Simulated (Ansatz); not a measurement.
C$_{5}$H$_{10}$, SMILES `C=C(C)CC`, 15 atoms. Charge 0, multiplicity 1. All runs use 4 threads of an Arm Neoverse V1 on a shared host. Correlated methods freeze the cores.

Question: How many basis functions does each run have, and how long does it take in Ansatz? RKS PBE0-D4/def2-QZVPP energy; RKS PBE0-D4/def2-SVP energy; RKS ωB97M-V/def2-QZVPP energy; RHF-MP2/def2-QZVPP energy; RKS HSE06 (plane-wave form)-D4/def2-TZVPP energy; RKS BHLYP-D4/def2-TZVPP energy; RHF-CCSD(T)/def2-TZVPP energy; RKS r2SCAN-D4/def2-TZVPP energy and forces; RKS PBE0-D4/def2-TZVP frequencies; direct RPA on PBE orbitals/def2-TZVPP energy; RKS PBE0-D4/def2-TZVP relaxation (12 steps); RKS B2PLYP (frozen core)/def2-TZVPP energy. (Estimate.)

Answer: Ansatz gave: Other jobs shared the machine, so times are rough.

```tsv
level	job	functions	wall time	peak host memory (GiB)
RKS PBE0-D4/def2-SVP	energy	120	1.2 s	0.52
RKS BHLYP-D4/def2-TZVPP	energy	295	3.5 s	0.73
RKS HSE06 (plane-wave form)-D4/def2-TZVPP	energy	295	3.6 s	0.75
RKS r2SCAN-D4/def2-TZVPP	energy and forces	295	6 s	0.41
RKS B2PLYP (frozen core)/def2-TZVPP	energy	295	7 s	0.9
direct RPA on PBE orbitals/def2-TZVPP	energy	295	7 s	0.87
RKS PBE0-D4/def2-QZVPP	energy	585	10 s	2.1
RKS ωB97M-V/def2-QZVPP	energy	585	23 s	2.7
RHF-MP2/def2-QZVPP	energy	585	38 s	5.1
RKS PBE0-D4/def2-TZVP	relaxation (12 steps)	215	42 s	0.55
RKS PBE0-D4/def2-TZVP	frequencies	215	3.6 min	0.57
RHF-CCSD(T)/def2-TZVPP	energy	295	15 min	3.8
```
